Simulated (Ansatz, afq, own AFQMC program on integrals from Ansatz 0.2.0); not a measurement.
Where AFQMC and coupled cluster stand for SiH₃O, doublet

```
atom    x (Å)    y (Å)    z (Å)
  Si   0.0022   0.0000   0.4134
   O  -0.0183   0.0000  -0.8924
   H   1.4744  -0.0001   0.6638
   H  -0.6221   1.2180   0.9907
   H  -0.6222  -1.2179   0.9907
```

Connectivity, by distances: SiH3–O.

Basis cc-pVDZ. Noble-gas cores (and the filled d shells of Ga–Kr and In–Xe) are frozen. Ansatz 0.2.0 and our own AFQMC program on the same integrals; the CISD trial comes from CCSD amplitudes, and released means the phaseless constraint is let go. ± is one standard error of the sampling.

Determinant: UHF, the one that the program's search chose, which needn't be the lowest solution. The geometry is a point of a scan.

No full CI on the walks' own integrals is used here. The released AFQMC energy serves as the reference, which it does only where one determinant dominates, the energy is flat over the last release times and near the phaseless one (40 meV or 2 meV an electron, half that with transition metals). On small molecules, where full CI could be run and the noise was under 10 meV, such values lay within 10 meV of it in 19 cases of 20, a flattering rate, since the rule was set on those same cases; what remains of the bias isn't in the error bar.

Cautions: the released value is read at 1.62 1/Eh with a noise of 15 meV, more than in the cases checked, later times being too noisy (meV from the phaseless value at times in 1/Eh: -18 ± 14 at 0.24, -27 ± 11 at 0.51, -28 ± 14 at 0.99, 0 ± 15 at 1.62, -33 ± 26 at 2.40).

```
T1 diagnostic                               : 0.0385
weight of the determinant in the CISD state : 0.864
⟨S²⟩ of the determinant                     : 0.767
size of the correlated space                : 13 electrons in 41 orbitals
```

```tsv
level	correlation energy (eV)
MP2	-6.6859
CCSD	-7.7481
CCSD(T)	-7.9072
```

Question: Estimate where phaseless AFQMC with a CISD trial lies against CCSD(T) on the same integrals.

Answer: 1.7 ± 1.2 kJ/mol below CCSD(T). The gap is under twice the noise, so this walk alone can't tell the two apart.

Reference: AFQMC with the constraint released, correlation energy -7.924 ± 0.015 eV.

```tsv
level	E − E(reference) (kJ/mol)	share of correlation (%)
CCSD(T)	1.6 ± 1.5	99.79
ph-AFQMC/CISD	0.0 ± 1.9	100.01
```

A walk keeps the symmetry of its determinant, which the program's search chose and which needn't be the lowest solution, so a lower state of the same spin and another symmetry isn't excluded. Released energies are given only where the last usable release times agree within the noise; a slower fall can still hide under it.
